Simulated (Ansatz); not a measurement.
A nudged elastic band was laid between two geometries of C2H6Si (9 atoms, charge 0, multiplicity 1).

These are results of RKS LDA/def2-SVP (Ansatz 0.2.0), not measurements.

```json
{
  "movable images": "5",
  "climbing image": "yes",
  "spring": "5.0 eV/Å²",
  "optimiser": "fire",
  "start path": "IDPP",
  "force threshold": "0.05 eV/Å",
  "iteration limit": "60",
  "end points": "relaxed"
}
```

Image 0:

```xyz
9
Properties=species:S:1:pos:R:3
C -0.523 1.039 -0.805
Si 0.917 -0.189 -0.911
C 0.597 -1.060 0.741
H -1.403 0.437 -1.151
H -0.441 1.908 -1.490
H -0.772 1.381 0.225
H -0.470 -1.106 1.057
H 1.070 -2.059 0.834
H 1.113 -0.396 1.482
```

Image 6:

```xyz
9
Properties=species:S:1:pos:R:3
C -0.578 0.847 -0.973
Si 1.137 0.602 -0.208
C 0.669 -0.818 0.956
H -1.187 -0.080 -1.069
H -0.583 1.411 -1.929
H -1.108 1.488 -0.222
H -0.372 -0.784 1.348
H 0.724 -1.723 0.296
H 1.387 -0.990 1.785
```

(1) Which bonds break or form, and what moves?

(2) Give the energies along the band, and the barrier.

(3) What is the geometry of the highest image?

The band took 14 iterations and of the order of 120 core-seconds.

Answers

(1) No bond is made or broken. The dihedral C1–Si2–C3–H8 goes from 161 to 83°. The two ends are copies of one structure, up to a mirror image or an exchange of like atoms.

(2) The run converged. The highest image is number 3 of 0 to 6, 2.0 kJ/mol above the ends, which have the same energy within 2 meV. Another band between the same ends (5 images) ends at a top of the same energy, where a vibrational analysis finds 1 clearly imaginary mode.

```
image  path coordinate (Å)  energy (kJ/mol)  dihedral C1–Si2–C3–H8 (°)
    0                 0.00              0.0                        161
    1                 0.31              0.6                        149
    2                 0.63              1.6                        137
    3                 0.94              2.0                        124
    4                 1.25              1.5                        110
    5                 1.56              0.5                         97
    6                 1.88              0.0                         83
```

(3) 
```xyz
9
Properties=species:S:1:pos:R:3:forces:R:3
C -0.576 0.957 -0.935 -0.01 -0.01 0.01
Si 1.123 0.198 -0.580 0.01 0.01 -0.01
C 0.627 -0.922 0.871 0.01 -0.02 0.02
H -1.305 0.137 -1.143 0.00 0.00 0.00
H -0.598 1.684 -1.773 -0.01 -0.01 0.01
H -0.953 1.455 -0.009 0.01 0.00 -0.01
H -0.437 -0.912 1.197 0.04 0.01 -0.02
H 0.924 -1.968 0.615 -0.03 0.00 0.00
H 1.283 -0.674 1.739 -0.02 0.01 0.00
```

The run took 120 s on 1 CPU thread of a shared host.
